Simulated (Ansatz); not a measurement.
Rock-salt BaS was calculated with PBE (plane waves, PAW; Ansatz, a first-principles code).

Numerical settings: plane-wave cutoff 520 eV, 10×10×10 k mesh, Fermi–Dirac smearing 0.01 eV, scalar-relativistic PAW data made under PBE.

The cell is scaled about its equilibrium volume:

```json
[
 {"V (Å³/atom)": "31.214", "P (GPa)": "2.97", "direct gap at Γ (eV)": "3.913", "smallest gap on the k mesh (eV)": "2.138"},
 {"V (Å³/atom)": "31.878", "P (GPa)": "1.87", "direct gap at Γ (eV)": "3.802", "smallest gap on the k mesh (eV)": "2.173"},
 {"V (Å³/atom)": "32.542", "P (GPa)": "0.88", "direct gap at Γ (eV)": "3.695", "smallest gap on the k mesh (eV)": "2.204"},
 {"V (Å³/atom)": "33.206", "P (GPa)": "0.00", "direct gap at Γ (eV)": "3.593", "smallest gap on the k mesh (eV)": "2.233"},
 {"V (Å³/atom)": "33.870", "P (GPa)": "-0.79", "direct gap at Γ (eV)": "3.494", "smallest gap on the k mesh (eV)": "2.259"},
 {"V (Å³/atom)": "34.534", "P (GPa)": "-1.50", "direct gap at Γ (eV)": "3.400", "smallest gap on the k mesh (eV)": "2.283"},
 {"V (Å³/atom)": "35.198", "P (GPa)": "-2.14", "direct gap at Γ (eV)": "3.310", "smallest gap on the k mesh (eV)": "2.304"}
]
```

The fundamental gap (2.23 eV at the equilibrium volume, with added k points) lies elsewhere than Γ–Γ.

Spin–orbit coupling is not included.
